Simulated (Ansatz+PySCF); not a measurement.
doublet H₃O₂ in separate pieces: levels of theory in one basis

| atom | x (Å) | y (Å) | z (Å) |
| --- | --- | --- | --- |
| O | 0.0000 | 0.0000 | -0.1197 |
| H | 0.0000 | 0.7542 | 0.4787 |
| H | 0.0000 | -0.7542 | 0.4787 |
| O | 30.0664 | -0.0701 | 0.0496 |
| H | 29.4691 | 0.5605 | -0.3966 |

Basis set: cc-pVDZ (spherical functions). Frozen core: 2 orbitals. Correlation on ROHF uses semicanonical orbitals with singles. Charge 0, multiplicity 2.

Computed with Ansatz (development build ahead of 0.2.0); each method stands on the lowest determinant of its kind that the runs found. NEVPT2 correlates all electrons. Active spaces start from the frontier orbitals, and the lowest solution found is given.

```
        method  E − E(ROHF) (eV)  <S²> of the determinant
          ROHF              0.00                     0.75
           UHF             -0.10                     0.75
      ROHF-MP2             -9.67                        –
       UHF-MP2             -9.67                     0.75
     ROHF-CCSD            -10.33                        –
      UHF-CCSD            -10.33                     0.75
  ROHF-CCSD(T)            -10.46                        –
   UHF-CCSD(T)            -10.46                     0.75
   CASSCF(3,3)             -0.57                        –
   CASSCF(3,2)              0.00                        –
SC-NEVPT2(3,3)             -9.82                        –
```

(1) What does SC-NEVPT2(3,2) give on the same scale?

(2) Is a single determinant a sound starting point here?

Results:

(1) -9.73 eV. NEVPT2 here correlates all electrons, so it doesn't share the others' frozen core.

(2) By this sign, yes. Unrestricted orbitals gain 0.10 eV and <S²> is 0.75 against 0.75 for a pure state. The CASSCF(3,3) natural occupations are 1.98, 1.00, 0.02. The CASSCF(3,2) natural occupations are 2.00, 1.00.

Caution for CASSCF(3,3): other starts end on other solutions of this active space.
